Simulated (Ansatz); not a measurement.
in.yaml

```yaml
crystal:
  periodic: [false, false, false]
  atoms:
    - {symbol: B, position_ang: [0.000000, 0.000000, 0.201521]}
    - {symbol: B, position_ang: [0.000000, 0.000000, -2.464747]}
    - {symbol: H, position_ang: [0.000000, 0.000000, 2.263226]}
basis:
  gaussian: {orbitals: STO-3G}
magnetization: {spin_polarized: false, initial_magnetization: 1}
correlation: {active_space: {window: {electrons: 1, orbitals: 3}, fixed_orbitals: true}}
scf: {lower_state_search: light}
frozen_core: true
output: {forces: true}
```

```sh
$ ansatz run in.yaml --threads 1 --pin off --events-out ev --progress --plain --max-ram 2393MiB
```

One thing in this input was set wrong on purpose, beside settings that are merely unusual. What is the gravest fault, and what does the program do?

Unknown input key. How the run ends: refused.
```
Error: YAML parse error: error: line 12 column 1: unknown field `frozen_core`, expected one of crystal, accuracy, basis, kpoints, hamiltonian, magnetization, projection, total_charge, correlation, batch, efield, external_charges, scf, relax, neb, saddle, md, ramp, phonons, dielectric, real_time, elastic, magnetic_configurations, gw, evaluate, workflow, output, checkpoint, execution
  --> <input>:12:1
   |
10 | correlation: {active_space: {window: {electrons: 1, orbitals: 3},…
11 | scf: {lower_state_search: light}
12 | frozen_core: true
   | ^ unknown field `frozen_core`, expected one of crystal, accuracy, basis, kpoints, hamiltonian, magnetization, projection, total_charge, correlation, batch, efield, external_charges, scf, relax, neb, saddle, md, ramp, phonons, dielectric, real_time, elastic, magnetic_configurations, gw, evaluate, workflow, output, checkpoint, execution
13 | output: {forces: true}
   |
```
